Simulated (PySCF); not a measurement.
Structure problem from calculated spectra and properties.

Formula: CHF3S.

| Quantity | Value |
| --- | --- |
| 1H NMR | chemical shifts (computed TMS as zero) by class: 3.52 (1 H) ppm [GIAO B97-2/pcSseg-2] |
| NMR, other nuclei | isotropic shieldings of nuclei other than C and H, by class: 217 (3 F), 464 (1 S) ppm [GIAO B97-2/pcSseg-2] |
| 13C NMR | chemical shifts (computed TMS as zero) by class: 144.5 (1 C) ppm [GIAO B97-2/pcSseg-2] |
| Dipole | 1.48 D [B97-2/pcSseg-2] |
| Rotational structure | rotational constants A, B, C: 5.632, 3.275, 3.221 GHz [PBE0-D3(BJ)/def2-TZVP] |

Gas-phase values; electronic properties from PySCF, density fitting. Levels stand in brackets. Geometry: PBE0-D3(BJ)/def2-TZVP; no solvent, vibrations or thermal averaging. NMR values are class means; diastereotopic atoms form classes of their own.

Question: Give a SMILES that accounts for the data.

Answer: Numbering: `[F:1][C:2]([F:3])([F:4])[SH:5]`. Its formula, CHF3S, gives 0 degrees of unsaturation, so no ring and no π bond. The one carbon: CF3 carbon [C2] (144.5 ppm). The one hydrogen (3.52 ppm): S–H hydrogen. The other shieldings belong to: 217 ppm, fluorine of a CF3 group [F1/F3/F4]; 464 ppm, thiol sulfur [S5]. The optimised geometry has point group Cs and is an asymmetric top. Structure: `FC(F)(F)S`. The assignments are read from this structure; whether some other isomer fits the data as well wasn't checked.

Conformer computed: `[F:1][C:2]([F:3])([F:4])[SH:5]`: H–S5–C2–F1 -60°.
